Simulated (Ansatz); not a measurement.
# CH₂F+ (singlet): from Hartree-Fock to the top rungs, cc-pVTZ

One table from this session's results is given with a row withheld; the runs are named, their logs left out.

Method: cc-pVTZ, core rule «outside noble gas», up to 2 orbitals frozen; program: Ansatz 0.2.0, Gaussian basis.

To be run: UHF; CCSD(T) on RHF; BCCD(T) on RHF; CCSDT(Q) on RHF.

10 further runs of the same task are left out: 6 for a known fault of the program, 4 set aside as unsound or not needed.

## The system

The geometry is a PBE0/def2-TZVP stationary point (not a proven minimum) of the parent state, kept for this charge and spin.

4 atoms, charge 1, spin multiplicity 1.

Atoms are counted from 1 here; the program's logs count them from 0.

Bond lengths: C1–F2 1.329 Å, C1–H3 1.079 Å, C1–H4 1.079 Å. Angles: F2–C1–H3 116.3°, F2–C1–H4 116.3°, H3–C1–H4 127.5°.

Coordinates:

```
atom   x (Å)    y (Å)    z (Å)
  C1  0.0000   0.0000   0.7354
  F2  0.0000   0.0000  -0.5936
  H3  0.0000   0.9677   1.2129
  H4  0.0000  -0.9677   1.2129
```

Set-up of the first run:

in.yaml

```yaml
crystal:
  periodic: [false, false, false]
  atoms:
    - {symbol: C, position_ang: [0.000000, 0.000000, 0.735382]}
    - {symbol: F, position_ang: [0.000000, 0.000000, -0.593604]}
    - {symbol: H, position_ang: [0.000000, 0.967665, 1.212911]}
    - {symbol: H, position_ang: [0.000000, -0.967666, 1.212911]}
basis:
  gaussian: {orbitals: cc-pVTZ}
total_charge: 1
magnetization: {spin_polarized: true, initial_magnetization: 0}
hamiltonian: {xc: hf}
output: {orbitals: {seedname: orbitals}}
```

The run is started by

```
$ ansatz run in.yaml --threads 1 --pin off --events-out ev --progress --plain --max-ram 4096MiB --backend cpu
```

Among the steps run: UHF; CCSD(T) on RHF; BCCD(T) on RHF; CCSDT(Q) on RHF.

One table of the session follows, with a row left open; its other results are not shown here.

```
   method  from RCCSDT(Q) (meV)
      RHF              +11393.9
     RMP2                     ?
    RCCSD                +422.6
 RCCSD(T)                 +32.7
  BCCD(T)                 +28.2
   RCCSDT                 +17.0
RCCSDT(Q)                     0
```

Q: Estimate the row for RMP2 from the others.

**Answer.** from RCCSDT(Q) (meV): +784.2. In the column «from RCCSDT(Q) (meV)» it lies between RCCSD (+422.6) and RHF (+11393.9).
